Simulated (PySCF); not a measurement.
Isomers of C5H9N. Computed with PySCF 2.14.0, PBE0-D3(BJ)/def2-SVP geometry optimisation, gas phase. Energies are electronic, without zero-point or thermal terms, for one conformer each. No frequencies were run at this level. Point groups hold within 0.08 Å.

Task: Rank from lowest to highest electronic energy at this level (kJ/mol).
A. `[CH3:1][C@H:2]1[CH:3]=[N:4][CH2:5][CH2:6]1` with C1–C2–C3–N4 138°, C3–N4–C5–C6 -14°, N4–C5–C6–C2 21°, C1–C2–C6–C5 -144°
B. `[CH:1]#[C:2][CH2:3][C@H:4]([CH3:5])[NH2:6]` with C2–C3–C4–C5 -177°, C3–C4–N6–H -57° and -174°

Result: A (0.0), B (163.1).

As drawn, the lower has a C=N bond, which the higher lacks; the higher has a C≡C bond and an N–H bond, which the lower lacks.

```
       SMILES      E (Eh)  E rel (kJ/mol)  dipole (D)  point group     A, B, C (MHz)
C[C@H]1C=NCC1  -250.21459             0.0        2.18           C1  7016, 3237, 2435
C#CC[C@H](C)N  -250.15245           163.1        1.19           C1  7918, 2097, 1771
```
